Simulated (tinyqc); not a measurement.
Stretching all distances: RHF, UHF, MP2, CISD and CCSD against full CI in the sto-3g basis, for CH2, spin multiplicity 1. Computed by the program tinyqc with PySCF. 

Geometry (angstrom):
```
atom,x,y,z
C,0.0000,0.0000,0.0000
H,0.0000,0.9150,0.4960
H,0.0000,-0.9150,0.4960
```

All coordinates are multiplied by the scale. c0^2 is the weight of the RHF determinant in the lowest singlet FCI state (UHF is spin-contaminated and may lie near states of higher spin) and n(LUMO) the first natural occupation beyond the occupied space.

Full CI energy (hartree) and errors against it (kcal/mol):
```
scale,distance 1-2 (angstrom),E(FCI),RHF,UHF,MP2,CISD,CCSD,<S^2> UHF,c0^2,n(LUMO)
0.980,1.020,-38.39595,33.440,5.007,14.667,1.846,0.394,0.890,0.901,0.167
1.140,1.186,-38.41364,41.889,17.847,17.706,2.377,0.457,0.849,0.908,0.125
1.290,1.343,-38.38243,53.704,33.606,22.599,3.419,0.542,0.807,0.897,0.097
1.450,1.509,-38.33302,71.192,54.997,30.357,5.619,0.616,0.807,0.862,0.118
1.600,1.665,-38.28657,92.250,62.191,39.856,9.283,0.612,1.320,0.805,0.196
1.760,1.832,-38.24376,119.013,53.256,51.544,15.334,0.295,1.515,0.723,0.306
1.910,1.988,-38.21230,147.094,40.654,62.858,23.008,-0.868,1.659,0.632,0.425
2.070,2.154,-38.18832,178.800,29.768,73.966,32.658,-3.938,1.803,0.531,0.557
```

UHF lies below RHF over the whole range. The weight c0^2 goes from 0.90 to 0.53 and n(LUMO) from 0.17 to 0.56: static correlation grows as the bonds break into open-shell fragments. The spread of the error along the curve, which distorts its shape, is CCSD 4.6, CISD 30.8, UHF 57.2, MP2 59.3, RHF 145.4 kcal/mol. Below FCI somewhere: CCSD, as non-variational methods may be.
